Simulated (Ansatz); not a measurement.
## Al–NH2: how the triplet less singlet moves with the basis

Al–NH2, singlet; coordinates (Å): Al 0.000 0.000 0.697; N 0.000 0.000 -1.099; H 0.000 0.822 -1.689; H 0.000 -0.822 -1.689. Quantity: triplet less singlet, vertical.

Ansatz 0.2.0, basis 6-31G or cc-pVDZ; geometries are PBE0/def2-TZVP minima. Wave-function levels freeze the cores; HF, MP2 and coupled cluster are restricted for singlets and unrestricted otherwise, Kohn–Sham unrestricted where that lies lower. The reference is CCSDT(Q) or full CI (coupled cluster only where its series has nearly closed). Semilocal and hybrid functionals correlate all electrons outside any core potential and usually lie nearer their basis limit than the reference, so part of their error here is the reference's basis and frozen-core error; RPA and the MP2 part of double hybrids freeze the same cores as the reference. None of these values is a measured one. Energies are electronic, without zero-point terms. No spin–orbit coupling and no scalar relativity. The species are chosen: bound, without strong static correlation by their natural occupations or amplitudes, in their lowest spin state as far as vertical gaps and like structures tell, and with a ladder that closes on the reference, so errors are smaller than for species at large; levels whose determinant breaks symmetry or spin markedly are left out.

| level | 6-31G (kcal/mol) | cc-pVDZ (kcal/mol) |
| --- | --- | --- |
| reference | 54.3 (full CI) | 57.0 (CCSDT(Q)) |
| HF | 42.1 | 39.6 |
| CCSD | 54.3 | 56.8 |
| CCSD(T) | 54.3 | 57.0 |
| PBE | 55.1 | 55.3 |
| r2SCAN | 50.4 | 50.4 |
| wB97M-V | 65.2 | 66.3 |
| B2PLYP | 57.9 | 58.4 |

From 6-31G to cc-pVDZ the reference moves by 2.7 kcal/mol and PBE by 0.2; the step from CCSD(T) to the reference is 0.0 in the first and 0.0 in the last.
